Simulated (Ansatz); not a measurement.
Born–Oppenheimer molecular dynamics of C$_{2}$H$_{6}$Si (9 atoms, charge 0, multiplicity 1). It starts from a relaxed structure.

Level of theory: RHF/def2-SVP (Ansatz 0.2.0).

```
ensemble        : NVT, Langevin thermostat
time step       : 0.25 fs
steps asked     : 250
set temperature : 1000 K
friction        : 0.02 /fs
masses          : H 3.016 u
seed            : 695191
```

First frame:

```xyz
9
Properties=species:S:1:pos:R:3
C -0.251 -0.166 -0.916
C 0.973 -0.006 0.024
Si -0.672 0.152 0.860
H -0.400 -1.155 -1.339
H -0.390 0.619 -1.654
H 1.575 -0.898 0.177
H 1.586 0.876 -0.139
H -1.159 1.480 1.269
H -1.173 -0.947 1.700
```

Task: How far do the bonds stretch over the last three quarters of this one trajectory? (Pairs bonded in most of those frames.)

Result: 
```csv
bond,mean (Å),spread (Å),shortest,longest
C1–C2,1.562,0.056,1.45,1.64
C1–Si3,1.846,0.069,1.74,1.94
C1–H4,1.101,0.034,1.05,1.20
C1–H5,1.086,0.022,1.04,1.13
C2–Si3,1.843,0.043,1.78,1.92
C2–H6,1.095,0.074,0.97,1.22
C2–H7,1.094,0.038,1.02,1.15
Si3–H8,1.475,0.037,1.39,1.54
Si3–H9,1.489,0.021,1.45,1.54
```

Mean temperature of the second half: 585 K. The mean temperature of the second half is 41 % below the set value. A run of 0.062 ps of so small a system gives no equilibrium averages.

Time of the run: 3.7 min on 1 thread of Arm Neoverse V1, on a shared host, peak memory 0.13 GiB.
